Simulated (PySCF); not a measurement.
**How far are cheaper levels from CCSD(T)/CBS for LiH?**

PySCF; the state is a singlet (closed shell). The composite is CCSD(T) extrapolated to the basis-set limit from two correlation-consistent sets, with core-valence (CV) and scalar-relativistic (SR) terms as its label shows; it has no spin–orbit coupling and nothing beyond (T). Here it is CCSD(T)/CBS(TQ)+CV+SR. It gives Re = 1.600 Å, ωe = 1399 cm⁻¹ and De = 2.51 eV to Li + H.

| level | basis | relativity | Re (Å) | ωe (cm⁻¹) | De (eV) |
| --- | --- | --- | --- | --- | --- |
| RHF-CCSD(T) | 6-311G(d,p) | no relativity | 1.595 | 1415 | 2.31 |
| RHF-CCSD(T) | def2-TZVPP | no relativity | 1.597 | 1413 | 2.41 |
| PBE | def2-SVPD | no relativity | 1.603 | 1404 | 2.36 |
| PBE | aug-cc-pVDZ | no relativity | 1.617 | 1348 | 2.26 |
| PBEsol | def2-SVPD | no relativity | 1.610 | 1387 | 2.40 |
| r²SCAN | 6-311G(d,p) | no relativity | 1.606 | 1396 | 2.40 |
| PBE0 | def2-TZVP | no relativity | 1.598 | 1412 | 2.24 |
| PBE0 | 6-311G(d,p) | no relativity | 1.600 | 1405 | 2.28 |
| MN15 | aug-cc-pVDZ | no relativity | 1.602 | 1385 | 2.76 |
| BHandHLYP | aug-cc-pVDZ | no relativity | 1.596 | 1416 | 2.41 |

Give the difference of each row from the composite.



```json
{"level": "RHF-CCSD(T)", "basis": "6-311G(d,p)", "ΔRe (pm)": "-0.5", "Δωe (%)": "+1.1", "ΔDe (eV)": "-0.20"}
{"level": "RHF-CCSD(T)", "basis": "def2-TZVPP", "ΔRe (pm)": "-0.3", "Δωe (%)": "+1.0", "ΔDe (eV)": "-0.10"}
{"level": "PBE", "basis": "def2-SVPD", "ΔRe (pm)": "+0.3", "Δωe (%)": "+0.4", "ΔDe (eV)": "-0.15"}
{"level": "PBE", "basis": "aug-cc-pVDZ", "ΔRe (pm)": "+1.7", "Δωe (%)": "-3.6", "ΔDe (eV)": "-0.25"}
{"level": "PBEsol", "basis": "def2-SVPD", "ΔRe (pm)": "+1.0", "Δωe (%)": "-0.9", "ΔDe (eV)": "-0.11"}
{"level": "r²SCAN", "basis": "6-311G(d,p)", "ΔRe (pm)": "+0.6", "Δωe (%)": "-0.2", "ΔDe (eV)": "-0.11"}
{"level": "PBE0", "basis": "def2-TZVP", "ΔRe (pm)": "-0.2", "Δωe (%)": "+0.9", "ΔDe (eV)": "-0.27"}
{"level": "PBE0", "basis": "6-311G(d,p)", "ΔRe (pm)": "+0.0", "Δωe (%)": "+0.4", "ΔDe (eV)": "-0.23"}
{"level": "MN15", "basis": "aug-cc-pVDZ", "ΔRe (pm)": "+0.2", "Δωe (%)": "-1.0", "ΔDe (eV)": "+0.25"}
{"level": "BHandHLYP", "basis": "aug-cc-pVDZ", "ΔRe (pm)": "-0.4", "Δωe (%)": "+1.2", "ΔDe (eV)": "-0.10"}
```

Which rows come closest in De?

RHF-CCSD(T) in def2-TZVPP (-0.10 eV); PBEsol in def2-SVPD (-0.11 eV); r²SCAN in 6-311G(d,p) (-0.11 eV); BHandHLYP in aug-cc-pVDZ (-0.10 eV), counted from the composite.

Measured (Huber and Herzberg, Constants of Diatomic Molecules (1979)): Re = 1.5957 Å, ωe = 1405.65 cm⁻¹; the composite is off by +3.8 mÅ and -7.1 cm⁻¹.

Correlated steps freeze the inner cores (0 to 1 orbitals); shallow outer-core shells are correlated. Where the molecule has an RHF reference, its open-shell atoms are computed with UHF.
